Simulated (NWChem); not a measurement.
All runs are NWChem calculations. System: C₃H₆, charge 1, spin multiplicity 2, at the geometry of a parent with another charge or spin, in a state set for the comparison that need not be this species' ground state. Its SCF solution wasn't tested for a lower state. Level: UB2PLYP/def2-TZVP, 3 core orbitals frozen.

Output (cleaned and shortened):

```
             Northwest Computational Chemistry Package (NWChem) 7.3.0
             --------------------------------------------------------

                                NWChem Input Module
                                -------------------

 Scaling coordinates for geometry "geometry" by  1.889725989
 (inverse scale =  0.529177249)

 Turning off AUTOSYM since
 SYMMETRY directive was detected!

                             Geometry "geometry" -> ""
                             -------------------------

 Output coordinates in angstroms (scale by  1.889725989 to convert to a.u.)

  No.       Tag          Charge          X              Y              Z
 ---- ---------------- ---------- -------------- -------------- --------------
    1 C                    6.0000     0.25137300     1.21614800     0.00000000
    2 C                    6.0000    -0.45943400    -0.09662800     0.00000000
    3 C                    6.0000     0.12564600    -1.29532700     0.00000000
    4 H                    1.0000    -0.02407700     1.81718300    -0.88295200
    5 H                    1.0000    -0.02407700     1.81718300     0.88295200
    6 H                    1.0000     1.34406700     1.08852600     0.00000000
    7 H                    1.0000    -1.55647800    -0.05060500     0.00000000
    8 H                    1.0000     1.21599200    -1.39961100     0.00000000
    9 H                    1.0000    -0.46093800    -2.21783700     0.00000000

 Effective nuclear repulsion energy (a.u.)      70.5701132332

            Nuclear Dipole moment (a.u.)
            ----------------------------
        X                 Y               Z
 ---------------- ---------------- ----------------
    -0.0000018897    -0.0000056692     0.0000000000

      Symmetry information
      --------------------

 Group name             Cs
 Group number              2
 Group order               2
 No. of unique centers     8

      Symmetry unique atoms

     1    2    3    4    6    7    8    9


 Summary of "ao basis" -> "" (spherical)
 ------------------------------------------------------------------------------
       Tag                 Description            Shells   Functions and Types
 ---------------- ------------------------------  ------  ---------------------
 *                         def2-tzvp                  on all atoms

  dft_input: which_mp2 not specified, using semidirect MP2 by default.

                                 NWChem DFT Module
                                 -----------------

 Summary of "ao basis" -> "ao basis" (spherical)
 ------------------------------------------------------------------------------
       Tag                 Description            Shells   Functions and Types
 ---------------- ------------------------------  ------  ---------------------
 C                         def2-tzvp                11       31   5s3p2d1f
 H                         def2-tzvp                 4        6   3s1p

 Summary of "ao basis" -> "ao basis" (spherical)
 ------------------------------------------------------------------------------
       Tag                 Description            Shells   Functions and Types
 ---------------- ------------------------------  ------  ---------------------
 C                         def2-tzvp                11       31   5s3p2d1f
 H                         def2-tzvp                 4        6   3s1p

      Symmetry analysis of basis
      --------------------------

        a'         89
        a"         40

            General Information
            -------------------
          SCF calculation type: DFT
          Wavefunction type:  spin polarized.
          No. of atoms     :     9
          No. of electrons :    23
           Alpha electrons :    12
            Beta electrons :    11
          Charge           :     1
          Spin multiplicity:     2
          Use of symmetry is: on ; symmetry adaption is: on
          Maximum number of iterations: 100
          AO basis - number of functions:   129
                     number of shells:    57
          Convergence on energy requested:  1.00D-06
          Convergence on density requested:  1.00D-05
          Convergence on gradient requested:  5.00D-04
[...]
 overlap   0.998  0.937  0.990  0.999  0.995  0.994  0.998  1.000  0.998  0.991

   alpha     21     22     23     24     25     26     27     28     29     30
    beta     22     21     23     24     25     26     27     28     29     30
 overlap   0.972  0.831  0.828  0.978  0.994  0.999  0.999  0.992  0.994  0.997

   alpha     31     32     33     34     35     36     37     38     39     40
    beta     31     32     33     34     35     36     37     38     39     41
 overlap   0.995  0.938  0.932  0.994  0.998  0.998  0.998  0.996  0.999  0.997

   alpha     41     42     43     44     45     46     47     48     49     50
    beta     40     43     42     44     45     46     47     48     49     50
 overlap   1.000  0.998  0.998  0.999  0.998  0.978  0.978  0.996  0.999  0.999

   alpha     51     52     53     54     55     56     57     58     59     60
    beta     51     52     53     54     55     56     58     57     59     60
 overlap   0.998  0.999  0.998  0.998  0.999  0.998  0.997  0.997  0.920  0.938

   alpha     61     62     63     64     65     66     67     68     69     70
    beta     61     63     62     64     65     66     67     68     69     71
 overlap   0.999  0.962  1.000  1.000  0.999  1.000  0.999  0.999  0.995  0.995

   alpha     71     72     73     74     75     76     77     78     79     80
    beta     70     72     73     74     75     76     77     78     79     80
 overlap   1.000  0.997  0.996  1.000  0.999  0.999  0.998  0.999  0.999  0.999

   alpha     81     82     83     84     85     86     87     88     89     90
    beta     81     82     83     84     85     86     87     88     89     90
 overlap   0.998  0.990  0.999  0.991  0.995  0.925  0.921  0.998  0.998  0.992

   alpha     91     92     93     94     95     96     97     98     99    100
    beta     91     93     92     94     95     96     97     98     99    100
 overlap   0.990  0.994  0.999  0.994  0.998  0.998  0.998  0.999  0.959  0.959

   alpha    101    102    103    104    105    106    107    108    109    110
    beta    101    102    103    105    104    106    107    108    109    110
 overlap   0.997  0.997  0.994  0.996  0.997  0.999  0.998  0.997  0.996  0.999

   alpha    111    112    113    114    115    116    117    118    119    120
    beta    111    112    113    114    115    116    117    118    119    120
 overlap   0.997  0.998  0.999  0.999  1.000  1.000  1.000  1.000  0.998  1.000

   alpha    121    122    123    124    125    126    127    128    129
    beta    121    122    123    124    125    126    127    128    129
 overlap   0.998  1.000  0.998  0.998  1.000  1.000  1.000  1.000  1.000

     --------------------------
     Expectation value of S2:
     --------------------------
      <S2> =      0.7534 (Exact =     0.7500)

 center of mass
 --------------
 x =  -0.02205012 y =  -0.04703718 z =   0.00000000

 moments of inertia (a.u.)
 ------------------
         193.995627914322         -10.772872035104           0.000000000000
         -10.772872035104          39.331980633679           0.000000000000
           0.000000000000           0.000000000000         222.104401386166

     Multipole analysis of the density
     ---------------------------------

     L   x y z        total         alpha         beta         nuclear
     -   - - -        -----         -----         ----         -------
     0   0 0 0      1.000000    -12.000000    -11.000000     24.000000

     1   1 0 0     -0.170265      0.012036     -0.182299     -0.000002
     1   0 1 0     -0.539888      0.324042     -0.863925     -0.000006
     1   0 0 1     -0.000000      0.000000     -0.000000      0.000000

     2   2 0 0    -10.577437    -19.303364    -18.634601     27.360527
     2   1 1 0     -0.001881     -3.413195     -3.369324      6.780638
     2   1 0 1      0.000000      0.000000      0.000000      0.000000
     2   0 2 0     -5.991732    -65.294574    -60.923536    120.226378
     2   0 1 1      0.000000     -0.000000      0.000000      0.000000
     2   0 0 2    -12.727815    -10.255171     -8.040678      5.568034

                   NWChem MP2 Semi-direct Energy/Gradient Module
                   ---------------------------------------------

  Basis functions       =    129
  Molecular orbitals    =    129
  Frozen core           =      3
  Frozen virtuals       =      0
  Active alpha occupied =      9
  Active beta occupied  =      8
  Active alpha virtual  =    117
  Active beta virtual   =    118
  Use MO symmetry       = T
  Use skeleton AO sym   = T

  AO/Fock/Back tols     =   1.0D-09  1.0D-09  1.0D-09

 GA uses MA = F    GA memory limited = T

 Available:
  local mem=  4.43D+07
 global mem=  1.44D+08
 local disk=  0.00D+00
  mp2_memr nvloc                   117
  nvloc new                   117
   1 passes of   9:        5242880                      86576                  29869483.
   1 passes of   9: M     44310031           G      144145918           F      39067151.

 Semi-direct pass number   1 of   1  for UHF alpha       at        9.9s
  vrange nnbf                  8335
  mp2_eaftype                   113  avail_ma_in_mb                   386
 EAF : mp2_eaftype filesize         113   14934741.
  mp2_eaf for mointskh                    113
Node 0 wrote     70.2 Mb in      0.0 s     Agg I/O rate:  1439.4 Mb/s
 Done moints_semi at       16.6s
  mp2_eaftype                   113  avail_ma_in_mb                   386
 EAF : mp2_eaftype filesize         113   14934741.
  mp2_eaf for kh                   113
 Done maket at       16.9s
 Done multipass loop at       16.9s

 GA uses MA = F    GA memory limited = T

 Available:
  local mem=  4.43D+07
 global mem=  1.44D+08
 local disk=  0.00D+00
  mp2_memr nvloc                   118
  nvloc new                   118
   1 passes of   8:        5242880                      81128                  26780532.
   1 passes of   8: M     44310031           G      144145918           F      39067151.

 Semi-direct pass number   1 of   1  for UHF beta        at       17.0s
  vrange nnbf                  8335
  mp2_eaftype                   102  avail_ma_in_mb                   386
 EAF : mp2_eaftype filesize         102   13390266.
  mp2_eaf for mointskh                    102
Node 0 wrote     62.9 Mb in      0.0 s     Agg I/O rate:  1463.9 Mb/s
 Done moints_semi at       23.6s
  mp2_eaftype                   102  avail_ma_in_mb                   386
 EAF : mp2_eaftype filesize         102   13390266.
  mp2_eaf for kh                   102
 Done maket at       23.9s
 Done multipass loop at       23.9s

          -------------------------------------------
          DFT energy                    -117.326489215280
          Unscaled MP2 energy             -0.526671932129
          Total DFT+MP2 energy          -117.468690636955
          -------------------------------------------

 -----------------------
 Performance information
 -----------------------

 Timer overhead =  1.44D-07 seconds/call

               Nr. of calls         CPU time (s)                 Wall time (s)                GFlops
             ---------------    -------------------     ------------------------------   -------------------
Name         Min   Avg   Max    Min     Avg     Max     Min     Avg     Max   Mx/calls   Min     Max     Sum
mp2: moin     2     2     2    13.     13.     13.      13.     13.     13.     6.7      0.0     0.0     0.0
mp2: make     2     2     2   0.65    0.65    0.65     0.65    0.65    0.65    0.33      0.0     0.0     0.0
mp2: tota     1     1     1    14.     14.     14.      14.     14.     14.     14.      0.0     0.0     0.0

 The average no. of pstat calls per process was 5.00D+00
 with a timing overhead of 7.21D-07s

 Task  times  cpu:       23.9s     wall:       23.9s

 Total times  cpu:       23.9s     wall:       23.9s
```

**Question.** Write an NWChem input that would produce this output.

**Answer.** This is not unique; one that fits is 
```
start mol
memory heap 200 mb stack 900 mb global 1100 mb
charge 1
geometry units angstroms nocenter noautoz
  C      0.251373     1.216148     0.000000
  C     -0.459434    -0.096628     0.000000
  C      0.125646    -1.295327     0.000000
  H     -0.024077     1.817183    -0.882952
  H     -0.024077     1.817183     0.882952
  H      1.344067     1.088526     0.000000
  H     -1.556478    -0.050605     0.000000
  H      1.215992    -1.399611     0.000000
  H     -0.460938    -2.217837     0.000000
  symmetry group Cs
end
basis spherical
  * library def2-tzvp
end
dft
  xc hfexch 0.53 becke88 0.47 lyp 0.73 mp2 0.27
  dftmp2
  odft
  mult 2
  semidirect memsize 60000000 filesize 0
  iterations 100
end
mp2
  freeze core 3
end
task dft energy
```
